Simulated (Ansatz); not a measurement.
Process, species as SMILES: CCl (CH3-Cl) → [CH2-]Cl + H+
B3LYP-D3(BJ)/def2-TZVP geometries, fixed; electronic energies without zero-point terms.

Effect of a fitting basis named in the input at HF/cc-pV(T+d)Z with Ansatz (a quantum-chemistry and plane-wave program), against the last row, where the deprotonation energy is 413.85 kcal/mol. The default fits or decomposes integrals by the program's own choice; accuracy: high also tightens integrals, grids and stops.

| setting | largest shift of a total energy (mEh) | shift of the deprotonation energy (kcal/mol) |
|---|---|---|
| fitting: def2-SV(P)-JKFIT | 0.065 | 0.024 |
| fitting: def2-universal-JKFIT | 0.065 | 0.024 |
| fitting: cc-pVTZ-JKFIT | 0.030 | 0.002 |
| fitting: cc-pVQZ-JKFIT | 0.005 | -0.005 |
| fitting: cc-pV5Z-JKFIT | 0.005 | -0.005 |
| accuracy: high | -0.014 | 0.000 |
| accuracy: medium (default) | 0.000 | 0.000 |

Within 0.02 kcal/mol in the deprotonation energy: fitting: cc-pVTZ-JKFIT; fitting: cc-pVQZ-JKFIT; fitting: cc-pV5Z-JKFIT; accuracy: high. The largest shift is 0.065 mEh in a total energy and 0.024 kcal/mol in the difference.
